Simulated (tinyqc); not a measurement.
UHF in the sto-3g basis, for NH3, spin multiplicity 1, step by step (part 3 of 3). Computed by tinyqc, a small Python program that keeps every step (integrals from PySCF). Command: `OMP_NUM_THREADS=1 python tinyqc.py 24676 24677 out.jsonl` (the two numbers bound the seeds that draw the settings). One thread of a shared host (Intel(R) Xeon(R) Processor @ 2.60GHz), about 0.1 s of CPU time with the checks.

Geometry (angstrom):
```
atom          x          y         z
N      0.000000   0.000000  0.411000
H      1.057000   0.000000  0.000000
H     -0.528000   0.915000  0.000000
H     -0.528000  -0.915000  0.000000
```

## Iteration 11 (converged): orbitals

converged F(alpha) (hartree), lower triangle:
```
             1N 1s      1N 2s     1N 2px     1N 2py     1N 2pz      2H 1s      3H 1s      4H 1s
1N 1s   -15.305890
1N 2s    -3.890643  -1.876945
1N 2px    0.000003   0.000099  -0.233039
1N 2py    0.000000   0.000000   0.000000  -0.233260
1N 2pz    0.023319   0.077743  -0.000066   0.000000  -0.296965
2H 1s    -0.737789  -0.724861  -0.408419   0.000000   0.192968  -0.412800
3H 1s    -0.738731  -0.725473   0.204204  -0.353846   0.193133  -0.222593  -0.413280
4H 1s    -0.738731  -0.725473   0.204204   0.353846   0.193133  -0.222593  -0.222713  -0.413280
```

converged F(beta) (hartree), lower triangle:
```
             1N 1s      1N 2s     1N 2px     1N 2py     1N 2pz      2H 1s      3H 1s      4H 1s
1N 1s   -15.305890
1N 2s    -3.890643  -1.876945
1N 2px    0.000003   0.000099  -0.233038
1N 2py    0.000000   0.000000   0.000000  -0.233260
1N 2pz    0.023319   0.077743  -0.000067   0.000000  -0.296965
2H 1s    -0.737789  -0.724861  -0.408419   0.000000   0.192968  -0.412801
3H 1s    -0.738731  -0.725473   0.204204  -0.353846   0.193133  -0.222593  -0.413280
4H 1s    -0.738731  -0.725473   0.204204   0.353846   0.193133  -0.222593  -0.222713  -0.413280
```

X, lower triangle:
```
            1N 1s      1N 2s     1N 2px     1N 2py    1N 2pz      2H 1s      3H 1s     4H 1s
1N 1s    1.024620
1N 2s   -0.147620   1.280254
1N 2px   0.000006  -0.000102   1.106940
1N 2py   0.000000   0.000000   0.000000   1.107094
1N 2pz   0.008551  -0.085885   0.000041   0.000000  1.028520
2H 1s    0.020973  -0.254840  -0.247893   0.000000  0.084900   1.172495
3H 1s    0.020986  -0.255160   0.123999  -0.214893  0.085033  -0.039776   1.172792
4H 1s    0.020986  -0.255160   0.123999   0.214893  0.085033  -0.039776  -0.039791  1.172792
```

Diagonalise F' = X^T F X, C = X C', fill 5 alpha and 5 beta electrons from the bottom; D(s) = C_occ C_occ^T. Each column has its largest component positive (the first on a tie).

F' = X^T F X (alpha) (hartree), lower triangle:
```
            1          2          3          4          5          6          7         8
1  -15.015291
2   -2.061759  -0.846060
3   -0.000006  -0.000044   0.033156
4    0.000000   0.000000   0.000000   0.033232
5    0.045736  -0.092738   0.000010   0.000000  -0.225512
6   -0.086280  -0.395334  -0.464557   0.000000   0.171024   0.016470
7   -0.086538  -0.395736   0.232295  -0.402547   0.171219  -0.050431   0.016598
8   -0.086538  -0.395736   0.232295   0.402547   0.171219  -0.050431  -0.050471  0.016598
```

orbital energies (alpha) (hartree): MO1 -15.313238, MO2 -1.025410, MO3 -0.519389, MO4 -0.519185, MO5 -0.337411, MO6 0.504862, MO7 0.619272, MO8 0.619690

coefficients C (alpha):
```
              MO1        MO2        MO3        MO4        MO5        MO6        MO7        MO8
1N 1s    0.993761  -0.221548   0.000000  -0.000047  -0.087635  -0.169431   0.000326   0.000000
1N 2s    0.028507   0.775076   0.000000   0.000265   0.438247   1.034289  -0.002191   0.000000
1N 2px  -0.000002  -0.000105   0.000000   0.582747  -0.000144   0.001743   0.988899   0.000000
1N 2py   0.000000   0.000000   0.582699   0.000000   0.000000   0.000000   0.000000   0.989180
1N 2pz  -0.003853  -0.106048   0.000000   0.000169   0.879908  -0.549064   0.001126   0.000000
2H 1s   -0.005406   0.159741   0.000000   0.511682  -0.155772  -0.650284  -0.881732   0.000000
3H 1s   -0.005411   0.159927   0.443026  -0.255726  -0.155675  -0.648350   0.442703  -0.764908
4H 1s   -0.005411   0.159927  -0.443026  -0.255726  -0.155675  -0.648350   0.442703   0.764908
```

F' = X^T F X (beta) (hartree), lower triangle:
```
            1          2          3          4          5          6          7         8
1  -15.015291
2   -2.061759  -0.846060
3   -0.000006  -0.000044   0.033156
4    0.000000   0.000000   0.000000   0.033232
5    0.045736  -0.092738   0.000010   0.000000  -0.225512
6   -0.086280  -0.395334  -0.464557   0.000000   0.171024   0.016470
7   -0.086538  -0.395736   0.232295  -0.402547   0.171219  -0.050431   0.016598
8   -0.086538  -0.395736   0.232295   0.402547   0.171219  -0.050431  -0.050471  0.016598
```

orbital energies (beta) (hartree): MO1 -15.313238, MO2 -1.025410, MO3 -0.519389, MO4 -0.519185, MO5 -0.337411, MO6 0.504862, MO7 0.619272, MO8 0.619690

coefficients C (beta):
```
              MO1        MO2        MO3        MO4        MO5        MO6        MO7        MO8
1N 1s    0.993761  -0.221548   0.000000  -0.000047  -0.087635  -0.169431   0.000327   0.000000
1N 2s    0.028507   0.775076   0.000000   0.000265   0.438247   1.034290  -0.002192   0.000000
1N 2px  -0.000002  -0.000104   0.000000   0.582747  -0.000144   0.001744   0.988899   0.000000
1N 2py   0.000000   0.000000   0.582699   0.000000   0.000000   0.000000   0.000000   0.989180
1N 2pz  -0.003853  -0.106048   0.000000   0.000169   0.879908  -0.549064   0.001126   0.000000
2H 1s   -0.005406   0.159741   0.000000   0.511682  -0.155772  -0.650285  -0.881732   0.000000
3H 1s   -0.005411   0.159927   0.443026  -0.255726  -0.155675  -0.648350   0.442704  -0.764909
4H 1s   -0.005411   0.159927  -0.443026  -0.255726  -0.155675  -0.648350   0.442704   0.764909
```

D(alpha) after iteration 11, lower triangle:
```
            1N 1s     1N 2s     1N 2px     1N 2py     1N 2pz      2H 1s      3H 1s     4H 1s
1N 1s    1.044325
1N 2s   -0.181793  0.793616
1N 2px   0.000006  0.000011   0.339594
1N 2py   0.000000  0.000000   0.000000   0.339538
1N 2pz  -0.057444  0.303312  -0.000017   0.000000   0.785499
2H 1s   -0.027135  0.055527   0.298187   0.000000  -0.153898   0.311630
3H 1s   -0.027155  0.055510  -0.149018   0.258151  -0.153962  -0.081024   0.311508
4H 1s   -0.027155  0.055510  -0.149018  -0.258151  -0.153962  -0.081024  -0.081035  0.311508
```

D(beta) after iteration 11, lower triangle:
```
            1N 1s     1N 2s     1N 2px     1N 2py     1N 2pz      2H 1s      3H 1s     4H 1s
1N 1s    1.044325
1N 2s   -0.181793  0.793616
1N 2px   0.000006  0.000011   0.339594
1N 2py   0.000000  0.000000   0.000000   0.339539
1N 2pz  -0.057444  0.303312  -0.000017   0.000000   0.785499
2H 1s   -0.027135  0.055526   0.298187   0.000000  -0.153898   0.311630
3H 1s   -0.027155  0.055510  -0.149018   0.258151  -0.153962  -0.081024   0.311508
4H 1s   -0.027155  0.055510  -0.149018  -0.258151  -0.153962  -0.081024  -0.081035  0.311508
```

## Convergence

Stop when the energy changes by less than 1e-10 hartree and every element of the error matrix X^T (F D S - S D F) X (for each spin) is below 3e-06.

Course of the cycle:
```
iteration   E (hartree)     change  largest element of the error matrix
1          -55.05532880          -                             2.20e-01
2          -55.39390477  -3.39e-01                             7.02e-02
3          -55.42016363  -2.63e-02                             2.03e-02
4          -55.42480270  -4.64e-03                             1.03e-02
5          -55.42633304  -1.53e-03                             4.26e-03
6          -55.42659741  -2.64e-04                             1.32e-03
7          -55.42661470  -1.73e-05                             6.05e-04
8          -55.42661919  -4.49e-06                             1.11e-04
9          -55.42661943  -2.34e-07                             1.86e-05
10         -55.42661943  -2.52e-09                             1.50e-06
11         -55.42661943  -2.55e-11                             2.70e-07
```

PySCF UHF in the same basis, after a stability check = -55.42661943 hartree

Converged in 11 iterations.

## Populations, bond orders and dipole

overlap S, lower triangle:
```
           1N 1s     1N 2s     1N 2px     1N 2py     1N 2pz     2H 1s     3H 1s     4H 1s
1N 1s   1.000000
1N 2s   0.235038  1.000000
1N 2px  0.000000  0.000000   1.000000
1N 2py  0.000000  0.000000   0.000000   1.000000
1N 2pz  0.000000  0.000000   0.000000   0.000000   1.000000
2H 1s   0.043774  0.421757   0.368115   0.000000  -0.143137  1.000000
3H 1s   0.043830  0.422071  -0.184070   0.318985  -0.143282  0.156548  1.000000
4H 1s   0.043830  0.422071  -0.184070  -0.318985  -0.143282  0.156548  0.156585  1.000000
```

Mulliken: Z minus the diagonal of D S on the atom; Loewdin: the same with S^(1/2) D S^(1/2); Mayer order: 2 sum_s sum (D(s) S)_ij (D(s) S)_ji over the two atoms.

Charges (e):
```
atom   Mulliken    Loewdin  Mulliken spin
1N    -0.358585  -0.241917      -1.21e-07
2H     0.119424   0.080581      -3.93e-07
3H     0.119581   0.080668       2.57e-07
4H     0.119581   0.080668       2.57e-07
```

Mayer bond orders:
```
pair     order
2-1   0.961071
3-1   0.961020
3-2   0.012333
4-1   0.961020
4-2   0.012333
4-3   0.012347
```

dipole moment about the origin, x y z (debye): 0.000049  0.000000  -1.688975

<S^2> of the determinant (pure state: 0) = 0.000000
